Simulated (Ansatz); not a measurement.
**HCSi, quartet: the ladder up to full CI**

Geometry: a PBE0/def2-TZVP stationary point for this spin, not checked as a minimum.

```xyz
3

Si    0.0000    0.0326    0.6172
C     0.0000   -0.1270   -1.2686
H     0.0000    0.6065   -2.0825
```

Basis 6-31G; Ansatz 0.2.0. Only valence electrons are correlated (noble-gas cores frozen), which leaves 9 electrons in 18 orbitals. R marks a restricted (for open shells ROHF) determinant, U an unrestricted one. Active spaces: valence = (9e, 9o) chosen from the atoms' valence shells.

Full CI is exact within this basis and frozen core; it isn't the basis-set limit. The frozen core follows each run's orbitals, which can shift R against U totals by a few meV.

The UHF ⟨S²⟩ is 3.770, the T1 diagnostic (RCCSD) is 0.0280 and the largest doubles amplitude (RCCSD) is 0.065. The T1 diagnostic (UCCSD) is 0.0253.

Problem. From what is known of these methods and the diagnostics, rank them by the size of their error in total energy against full CI in 6-31G, smallest first (an estimate: the text doesn't fix the numbers).
A. CASSCF (valence space)
B. RHF
C. UCCSDT
D. UCCSD
E. RMP2

Solution. C (5 meV), D (80 meV), E (761 meV), A (1249 meV), B (2914 meV).

All errors are against full CI in 6-31G. Within each family the higher level lies nearer, as is usual though not guaranteed.

The full-CI state has the irrep A'' of Cs, in the program's axes.

Natural occupations of full CI about the gap: 1.972 1.963 1.928 1.001 0.994 0.985 0.050 0.039 0.026 0.008; effectively unpaired electrons, Σ n²(2−n)², 3.05.
